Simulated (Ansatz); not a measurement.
Cost and result for the atomization energy of `COC(=N)Cl` (9 atoms, 8 bonds).

```xyz
9

C     0.2058   -0.0103   -1.1578
O    -0.7655   -0.4550   -0.2260
C    -0.5194   -0.1768    1.0580
N     0.4361    0.4197    1.6040
Cl   -1.8126   -0.7998    2.0154
H    -0.1568   -0.3204   -2.1348
H     1.1767   -0.4750   -0.9634
H     0.3029    1.0789   -1.1324
H     1.1328    0.7387    0.9370
```

Total charge 0; spin multiplicity 1. The geometry is a stationary point of PBE0-D4/def2-TZVP. It is one conformer, not always the lowest. Program: Ansatz. All runs use 2 threads of an Arm Neoverse V1 on a shared host. Times are those of one run each, without the atoms' runs, and a repeat can differ threefold. Electronic energies, without spin–orbit coupling; frozen cores. CCSD(T)/CBS adds CCSD(T) − MP2 in def2-TZVPP to the MP2 limit, and its time is that of the two runs behind it. T1 = 0.013. B3LYP takes the VWN-RPA correlation (the form of Gaussian; ORCA's B3LYP/G).

CCSD(T)/CBS is a level of theory with its own doubt, some kJ/mol a heavy atom from the limit and from the frozen cores, so smaller differences don't rank the functionals.

| level | functions | wall time | atomization (kcal/mol) | difference from CCSD(T)/CBS | per bond |
| --- | --- | --- | --- | --- | --- |
| LDA (SPW92)/def2-TZVPP | 222 | 2.8 s | 971.4 | 155.3 | 19.4 |
| revPBE-D4/def2-TZVPP | 222 | 3.6 s | 827.1 | 11.0 | 1.4 |
| BLYP-D4/def2-TZVPP | 222 | 4 s | 826.6 | 10.5 | 1.3 |
| CCSD(T)/def2-SVP | 94 | 8.5 s | 767.4 | -48.7 | -6.1 |
| B3LYP-D4/def2-TZVPP (with forces) | 222 | 9 s | 819.0 | 2.9 | 0.4 |
| r2SCANh-D4/def2-TZVPP | 222 | 9.5 s | 812.9 | -3.2 | -0.4 |
| PBE-QIDH/def2-TZVPP | 222 | 11 s | 811.8 | -4.3 | -0.5 |
| B2PLYP/def2-TZVPP | 222 | 12 s | 809.6 | -6.5 | -0.8 |
| B97M-V/def2-TZVPP | 222 | 15 s | 820.5 | 4.4 | 0.5 |
| ωB97M-V/def2-TZVPP (with forces) | 222 | 21 s | 822.7 | 6.6 | 0.8 |
| MP2/def2-QZVPP | 418 | 46 s | 828.9 | 12.8 | 1.6 |
| CCSD(T)/def2-TZVPP | 222 | 3.5 min | 791.0 | -25.1 | -3.1 |
| CCSD(T)/CBS(def2) | – | 4.2 min | 816.1 | 0.0 | 0.0 |

From BLYP to BHLYP (50 % exact exchange), in def2-TZVPP and without D4, the atomization energy moves by −42.0 kcal/mol: exact exchange takes away binding that semilocal exchange gives to molecules. The D4 term adds +6.6 kcal/mol with B3LYP and +3.4 kcal/mol with PBE0; it sums over pairs of atoms, weighted by their polarisabilities, and B3LYP, whose exchange is more repulsive, gets the larger term. At CCSD(T), def2-SVP lies −48.8 kcal/mol from the extrapolated value and def2-TZVPP −25.2 kcal/mol: correlation converges slowly with the basis, and small sets miss more of it in the bonded molecule than in its fragments.
